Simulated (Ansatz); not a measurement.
A calculation on rock-salt KCl returned lattice constant a 6.293 Å, formation enthalpy -2.238 eV/atom.

For reference: lattice constant a 6.248 Å (measured, low temperature, no zero-point or thermal correction; as tabulated in Doll and Stoll (1997), arXiv:cond-mat/9707218); formation enthalpy -2.263 eV/atom (measured, 298 K, not corrected to a static lattice; as tabulated in Friedrich et al. (2018), arXiv:1811.08952).

Task: Which level of theory produced these numbers?
A) PBE-D3(BJ) (Ansatz (a first-principles code))
B) LDA (Ansatz)
C) r²SCAN (Ansatz)
D) PBE (Ansatz)

Result: C, r²SCAN (Ansatz)

The others give: PBE-D3(BJ) 6.264 Å, -2.124 eV/atom; LDA 6.076 Å, -2.139 eV/atom; PBE 6.382 Å, -1.999 eV/atom.

Unless a cell is named, each level is at its own relaxed cell (LDA 28.04, PBE 32.49, PBE-D3(BJ) 30.73, r²SCAN 31.15 Å³/atom).

Ansatz's density-functional and Hartree–Fock values are scalar-relativistic unless marked +SOC, with PAW data made under PBE.
